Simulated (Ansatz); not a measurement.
Ansatz (a program for electronic structure) input (B3LYP-D3(BJ)/def2-TZVP):

Ansatz 0.2 input:
```yaml
crystal:
  periodic: [false, false, false]
  atoms:
    - {symbol: C, position_ang: [-0.49470098, 0.64262365, -0.01896264]}
    - {symbol: S, position_ang: [-0.41286025, -1.08595804, -0.02762457]}
    - {symbol: H, position_ang: [0.91279144, -1.70634069, -0.00152876]}
    - {symbol: H, position_ang: [-0.03368883, 1.05883523, 0.89384114]}
    - {symbol: H, position_ang: [0.00693493, 1.06933559, -0.90517982]}
basis:
  gaussian:
    orbitals: def2-TZVP
hamiltonian:
  xc: b3lyp
  dispersion: d3bj
total_charge: -1
relax: {f_tol: 0.002, max_steps: 150}
```

Output:

```
Functional definition: B3LYP
integrals: 0.02 GiB planned
583 factors; their error is unknown
mean field: 0.19 GiB planned
mean field evaluation 1: about -11918.8138 eV, gradient 3.2e1 eV
mean field evaluation 2: about -11910.1148 eV, gradient 6.1e1 eV
mean field evaluation 4: about -11921.3076 eV, gradient 2.9e0 eV
mean field evaluation 8: about -11921.3287 eV, gradient 3.0e-2 eV
mean field evaluation 16: about -11921.3419 eV, gradient 5.4e-5 eV
mean field -11921.34192903 eV, -438.1012353159 hartree, gradient 5.4e-5 eV, S^2 0.000000; 0 other end points of the search recorded, 0 dependent functions left out
the calculation of the forces begins
reference -11921.34212867 eV, -438.1012426525 hartree; 13, 13 occupied and 73, 73 virtual orbitals, 583 factors
relax step   1: F+E_penalty+E_count = -11921.46131953 eV  Δ(F+E_penalty+E_count) = +0.000e0 eV  max|allowed force component| = 1.111e0 eV/Å  Δτ_max = 0.0000 Å  (25 SCF iters, accepted)
these checks for a lower state are left out or cut short: starts, cluster_reference, orbital_swaps, neighbouring_geometries, increment
integrals: 0.02 GiB planned
583 factors; their error is unknown
mean field: 0.19 GiB planned
mean field -11921.38649447 eV, -438.1028730658 hartree, gradient 1.2e-5 eV, S^2 0.000000; 0 other end points of the search recorded, 0 dependent functions left out
the calculation of the forces begins
reference -11921.38669465 eV, -438.1028804224 hartree; 13, 13 occupied and 73, 73 virtual orbitals, 583 factors
relax step   2: F+E_penalty+E_count = -11921.50618433 eV  Δ(F+E_penalty+E_count) = -4.486e-2 eV  max|allowed force component| = 5.333e-1 eV/Å  Δτ_max = 0.0628 Å  (29 SCF iters, accepted)
these checks for a lower state are left out or cut short: starts, cluster_reference, orbital_swaps, neighbouring_geometries, increment
integrals: 0.02 GiB planned
583 factors; their error is unknown
mean field: 0.19 GiB planned
mean field -11921.39550680 eV, -438.1032042627 hartree, gradient 1.5e-5 eV, S^2 0.000000; 0 other end points of the search recorded, 0 dependent functions left out
the calculation of the forces begins
reference -11921.39570606 eV, -438.1032115855 hartree; 13, 13 occupied and 73, 73 virtual orbitals, 583 factors
relax step   3: F+E_penalty+E_count = -11921.51519420 eV  Δ(F+E_penalty+E_count) = -9.010e-3 eV  max|allowed force component| = 1.682e-1 eV/Å  Δτ_max = 0.0153 Å  (28 SCF iters, accepted)
these checks for a lower state are left out or cut short: starts, cluster_reference, orbital_swaps, neighbouring_geometries, increment
integrals: 0.02 GiB planned
583 factors; their error is unknown
mean field: 0.19 GiB planned
mean field evaluation 32: about -11921.3834 eV, gradient 1.3e-3 eV
mean field -11921.39680869 eV, -438.1032521062 hartree, gradient 1.5e-5 eV, S^2 0.000000; 0 other end points of the search recorded, 0 dependent functions left out
the calculation of the forces begins
reference -11921.39700761 eV, -438.1032594167 hartree; 13, 13 occupied and 73, 73 virtual orbitals, 583 factors
relax step   4: F+E_penalty+E_count = -11921.51656723 eV  Δ(F+E_penalty+E_count) = -1.373e-3 eV  max|allowed force component| = 9.643e-2 eV/Å  Δτ_max = 0.0077 Å  (30 SCF iters, accepted)
these checks for a lower state are left out or cut short: starts, cluster_reference, orbital_swaps, neighbouring_geometries, increment
integrals: 0.02 GiB planned
583 factors; their error is unknown
mean field: 0.19 GiB planned
mean field -11921.39720401 eV, -438.1032666340 hartree, gradient 1.5e-5 eV, S^2 0.000000; 0 other end points of the search recorded, 0 dependent functions left out
the calculation of the forces begins
reference -11921.39740298 eV, -438.1032739460 hartree; 13, 13 occupied and 73, 73 virtual orbitals, 583 factors
relax step   5: F+E_penalty+E_count = -11921.51694198 eV  Δ(F+E_penalty+E_count) = -3.747e-4 eV  max|allowed force component| = 3.728e-2 eV/Å  Δτ_max = 0.0069 Å  (29 SCF iters, accepted)
these checks for a lower state are left out or cut short: starts, cluster_reference, orbital_swaps, neighbouring_geometries, increment
integrals: 0.02 GiB planned
583 factors; their error is unknown
mean field: 0.19 GiB planned
mean field -11921.39724352 eV, -438.1032680859 hartree, gradient 1.5e-5 eV, S^2 0.000000; 0 other end points of the search recorded, 0 dependent functions left out
the calculation of the forces begins
reference -11921.39744250 eV, -438.1032753984 hartree; 13, 13 occupied and 73, 73 virtual orbitals, 583 factors
relax step   6: F+E_penalty+E_count = -11921.51704351 eV  Δ(F+E_penalty+E_count) = -1.015e-4 eV  max|allowed force component| = 1.358e-2 eV/Å  Δτ_max = 0.0050 Å  (30 SCF iters, accepted)
these checks for a lower state are left out or cut short: starts, cluster_reference, orbital_swaps, neighbouring_geometries, increment
integrals: 0.02 GiB planned
583 factors; their error is unknown
mean field: 0.19 GiB planned
mean field -11921.39725063 eV, -438.1032683475 hartree, gradient 9.8e-6 eV, S^2 0.000000; 0 other end points of the search recorded, 0 dependent functions left out
the calculation of the forces begins
reference -11921.39744957 eV, -438.1032756582 hartree; 13, 13 occupied and 73, 73 virtual orbitals, 583 factors
relax step   7: F+E_penalty+E_count = -11921.51705821 eV  Δ(F+E_penalty+E_count) = -1.470e-5 eV  max|allowed force component| = 2.386e-3 eV/Å  Δτ_max = 0.0012 Å  (23 SCF iters, accepted)
these checks for a lower state are left out or cut short: starts, cluster_reference, orbital_swaps, neighbouring_geometries, increment
integrals: 0.02 GiB planned
583 factors; their error is unknown
mean field: 0.19 GiB planned
mean field -11921.39725186 eV, -438.1032683926 hartree, gradient 1.2e-5 eV, S^2 0.000000; 0 other end points of the search recorded, 0 dependent functions left out
the calculation of the forces begins
reference -11921.39745080 eV, -438.1032757033 hartree; 13, 13 occupied and 73, 73 virtual orbitals, 583 factors
relax step   8: F+E_penalty+E_count = -11921.51705859 eV  Δ(F+E_penalty+E_count) = -3.854e-7 eV  max|allowed force component| = 6.099e-4 eV/Å  Δτ_max = 0.0002 Å  (18 SCF iters, accepted)
integrals: 0.02 GiB planned
583 factors; their error is unknown
mean field: 0.19 GiB planned
mean field evaluation 64: about -11918.6829 eV, gradient 3.3e1 eV
mean field -11921.39725186 eV, -438.1032683926 hartree, gradient 5.4e-5 eV, S^2 0.000000; 1 other end points of the search recorded, 0 dependent functions left out
the calculation of the forces begins
reference -11921.39745079 eV, -438.1032757033 hartree; 13, 13 occupied and 73, 73 virtual orbitals, 583 factors
Total energy: -11921.51725753 eV, -438.1076785195 hartree
Atom 0 at    -0.456900     0.624912    -0.018309 Å, force    -0.000071     0.000275     0.000001 eV/Å
Atom 1 at    -0.429887    -1.127043    -0.028216 Å, force    -0.000036    -0.000534     0.000004 eV/Å
Atom 2 at     0.886870    -1.637365    -0.001617 Å, force    -0.000087     0.000270    -0.000006 eV/Å
Atom 3 at    -0.031094     1.053589     0.895273 Å, force     0.000079    -0.000012     0.000610 eV/Å
Atom 4 at     0.009487     1.064403    -0.906587 Å, force     0.000116     0.000001    -0.000610 eV/Å
Dipole moment:     0.306888    -0.335799     0.004897 e Å
```

It need not be the lowest isomer of its formula. Whether it binds its extra electron was not tested at this geometry.
